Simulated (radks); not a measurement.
# P³⁺ in [He] 2s1 2p6 3s2 4f1: an all-electron calculation

The task here is to estimate one member of a computed series from the others.

The numbers are computed with radks (a radial shooting solver on a logarithmic mesh, Libxc functionals) version 1 (Dirac Kohn-Sham, Wu-Cohen GGA, spin-unpolarised, spherical densities, finite nucleus; open shells are shared between the two j in proportion to 2j + 1), except any that are marked as measured or tabulated.

### Starting point

| Item | Value |
| --- | --- |
| element | phosphorus (Z = 15) |
| charge | +3 |
| electrons | 12 |
| configuration | [He] 2s1 2p6 3s2 4f1 |
| nuclear rms radius | 3.1889 fm |

The outer shells:

P³⁺
```
[He] core
2s [↑ ]
2p [↑↓][↑↓][↑↓]
3s [↑↓]
4f [↑ ][  ][  ][  ][  ][  ][  ]
```

The first run:

The run's settings:

```text
Z 15
configuration [He] 2s1 2p6 3s2 4f1 3p0 4s0 3d0 5f0
relativity Dirac
functional wc,pbe
spin unpolarised
j_filling average
nucleus finite rms 3.1889 fm
c 137.035999084
```

Run with:

```console
$ python run_ks.py task.json out
```

All runs below come from this command, one after another.

One of the session's tables, all rows but one given; the rest of the session is left out.

It belongs to the step «Orbitals and density». Radial moments (bohr):

```
level     <r>  outermost maximum (interpolated)  90 % within  nodes
1s1/2       ?                                 ?            ?      ?
2s1/2  0.5069                             0.414        0.792      1
2p1/2  0.4647                             0.346        0.771      0
2p3/2  0.4667                             0.347        0.774      0
3s1/2   1.526                              1.37         2.24      2
3p1/2   1.626                              1.44         2.43      1
3p3/2   1.630                              1.44         2.44      1
3d3/2   1.794                              1.48         2.80      0
3d5/2   1.795                              1.48         2.81      0
4s1/2   3.479                              3.33         4.93      3
4f5/2   4.269                              3.88         6.22      0
4f7/2   4.269                              3.88         6.22      0
5f5/2   7.755                              8.02         11.1      1
5f7/2   7.755                              8.02         11.1      1
```

Estimate the missing values for 1s1/2.

**Answer.** <r>: 0.1036; outermost maximum (interpolated): 0.0676; 90 % within: 0.185; nodes: 0. In the column «<r>» it is the lowest.
